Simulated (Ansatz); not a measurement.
# CH₄ (singlet): the correlation ladder, cc-pVDZ

The task here is to estimate one member of a computed series from the others.

Computed with Ansatz 0.2.0, Gaussian basis. Level: cc-pVDZ, core rule «outside noble gas», up to 1 orbitals frozen.

The runs, in order: UHF; CCSD(T) on RHF; BCCD(T) on RHF; CISD; CCSDT(Q) on RHF; CISDTQ; CCSDTQ on RHF; CASSCF and MRCISD+Q, 8 electrons in 8 orbitals; CASSCF and NEVPT4(SD), 8 electrons in 8 orbitals; CASSCF and NEVPT2, 8 electrons in 8 orbitals; Full CI.

3 further runs of the same task are left out: 3 set aside as unsound or not needed.

## What is computed

The geometry is a PBE0/def2-TZVP stationary point (not a proven minimum).

5 atoms, charge 0, spin multiplicity 1.

Atoms are counted from 1 here; the program's logs count them from 0.

Bond lengths: C1–H2 1.090 Å, C1–H3 1.090 Å, C1–H4 1.090 Å, C1–H5 1.090 Å. Angles: H2–C1–H3 109.5°, H2–C1–H4 109.5°, H2–C1–H5 109.5°, H3–C1–H4 109.5°, H3–C1–H5 109.5°, H4–C1–H5 109.5°.

Set-up of the first run:

in.yaml

```yaml
crystal:
  periodic: [false, false, false]
  atoms:
    - {symbol: C, position_ang: [0.000000, 0.000000, 0.000000]}
    - {symbol: H, position_ang: [0.628037, 0.630011, 0.629222]}
    - {symbol: H, position_ang: [-0.631581, -0.626732, 0.628949]}
    - {symbol: H, position_ang: [-0.626594, 0.628165, -0.632497]}
    - {symbol: H, position_ang: [0.630138, -0.631444, -0.625675]}
basis:
  gaussian: {orbitals: cc-pVDZ}
magnetization: {spin_polarized: true, initial_magnetization: 0}
hamiltonian: {xc: hf}
output: {orbitals: {seedname: orbitals}}
```

On the command line:

```sh
> ansatz run in.yaml --threads 1 --pin off --events-out ev --progress --plain --max-ram 3956MiB --backend cpu
```

Steps of the session up to this table: UHF; CCSD(T) on RHF; BCCD(T) on RHF; CISD; CCSDT(Q) on RHF; CISDTQ; CCSDTQ on RHF; CASSCF and MRCISD+Q, 8 electrons in 8 orbitals; CASSCF and NEVPT4(SD), 8 electrons in 8 orbitals; CASSCF and NEVPT2, 8 electrons in 8 orbitals; Full CI.

One table of the session follows, with a row left open; its other results are not shown here.

| method | from FCI (kJ/mol) |
| --- | --- |
| RHF | +496.1 |
| RMP2 | +72.9 |
| CISD | +32.4 |
| RCCSD | ? |
| RCCSD(T) | +1.4 |
| BCCD(T) | +1.4 |
| RCCSDT | +0.4 |
| CISDTQ | +1.0 |
| RCCSDT(Q) | 0.0 |
| RCCSDTQ | 0.0 |
| CASSCF valence | +283.2 |
| NEVPT2 valence | +72.7 |
| NEVPT4(SD) valence | +7.8 |
| MRCISD valence | +10.1 |
| MRCISD+Q valence | -0.4 |
| FCI | 0 |

Estimate the missing values for RCCSD.

As computed: from FCI (kJ/mol): +11.2. In the column «from FCI (kJ/mol)» it lies between MRCISD valence (+10.1) and CISD (+32.4).

Caveats from the session: MRCISD+Q valence falls below full CI: the +Q correction isn't variational, and the cores differ from full CI's.
